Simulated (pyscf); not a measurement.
PySCF, gas phase, ωB97X-D3(BJ)/def2-SVP geometries.

**Question.** HO–SiH(OH)–O–SiH₃ (SMILES O[SiH](O)O[SiH3]) + H₂ (SMILES [H][H]) → HO–SiH₂–OH (SMILES O[SiH2]O) + HO–SiH₃ (SMILES O[SiH3])
Surface: singlet. Broken: O–Si, H–H. Formed: H–Si, H–O. Give ΔE‡ and ΔE from ωB97M-D3(BJ)/def2-TZVP, relative to the separated reactants.

**Answer.** ΔE‡ = 55.4 kcal/mol, ΔE = +28.2 kcal/mol. Zero-point energy shifts the barrier by +3.3 kcal/mol. It is a four-centre exchange, with an imaginary mode of 1263i cm⁻¹. One saddle was located; it need not be the lowest between these sides.
